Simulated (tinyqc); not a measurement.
Hueckel theory of the pi electrons with the omega technique, for the molecule c1ccsc1 (SMILES; centres numbered as the heavy atoms are written), step by step. One step of it, computed by the program tinyqc.

Task: Orbitals, round 1. Diagonalise; E = alpha + x beta with beta < 0, so the largest x are filled first; degenerate levels share their electrons. P = sum n_i c_ri c_si; each orbital has its largest coefficient positive (the first on a tie).

Hueckel matrix in units of beta (H = alpha + beta A), lower triangle:
```
          1C        2C        3C        4S        5C
1C  0.000000
2C  1.000000  0.000000
3C  0.000000  1.000000  0.000000
4S  0.000000  0.000000  0.650000  1.000000
5C  1.000000  0.000000  0.000000  0.650000  0.000000
```

pi electrons, sum of z_r less the charge = 6

Give: x values; occupations; coefficients; charge and bond-order matrix P.

Result:

x values: 1.9474  1.0000  0.6180  -0.9474  -1.6180

occupations: 2.0000  2.0000  2.0000  0.0000  0.0000

coefficients:
```
       MO1      MO2      MO3      MO4      MO5
1C  0.4270  -0.4785  -0.3717  -0.2978   0.6015
2C  0.4270  -0.4785   0.3717  -0.2978  -0.6015
3C  0.4045   0.0000   0.6015   0.5800   0.3717
4S  0.5551   0.7362   0.0000  -0.3872   0.0000
5C  0.4045   0.0000  -0.6015   0.5800  -0.3717
```

charge and bond-order matrix P, lower triangle:
```
         1C       2C       3C      4S      5C
1C   1.0990
2C   0.5462   1.0990
3C  -0.1018   0.7927   1.0509
4S  -0.2306  -0.2306   0.4491  1.7002
5C   0.7927  -0.1018  -0.3963  0.4491  1.0509
```
